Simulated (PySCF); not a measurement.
Continuum solvent and chemical shifts

Bonds (- single, = double, # triple, : aromatic): C1-C2 1.511 Å, C2-C3 1.524 Å, C3=C4 1.296 Å, C4-Cl5 1.689 Å, C4-C2 1.484 Å. C1 carries H6, H7, H8; C2 carries H9; C3 carries H10. Stereochemistry as in C[C@H]1C=C1Cl.

GIAO PBE0/pcSseg-1 in PySCF on one PBE0-D3(BJ)/def2-SVP conformer, non-relativistic, equivalent nuclei averaged. Solvents enter as an IEF-PCM continuum (benzene with ε = 2.3, chloroform with ε = 4.7) around the gas-phase geometry. Shifts are referred to TMS computed in the same medium.

Gas phase, δ in ppm: C4 139.5, C3 114.9, C2 26.4, C1 23.7, H10 6.89, H9 2.08, H6/H7/H8 1.17. Dipole moment 1.16 D.

(1) How does each δ change in the continuum?

(2) Which nuclei move most (in ppm), and what does the model miss?

Answers

(1) 
```csv
atoms,environment,"Δδ, benzene","Δδ, chloroform"
C4,fully substituted alkene carbon,-0.2,-0.3
C3,alkene CH,+1.6,+2.5
C2,three-membered-ring carbon,+0.4,+0.6
C1,methyl carbon,+0.2,+0.3
H10,hydrogen on an alkene CH,+0.19,+0.30
H9,hydrogen on a three-membered-ring carbon,+0.03,+0.04
H6/H7/H8,hydrogen on a methyl carbon,+0.01,+0.02
```

Changes are relative to the gas phase. The dipole moment becomes 1.34 D in benzene, 1.44 D in chloroform.

(2) C3 (alkene CH, +2.5 ppm) in chloroform. A continuum only polarises the solute; specific hydrogen bonds, the anisotropy of aromatic solvents and changes of geometry or conformer are outside it.
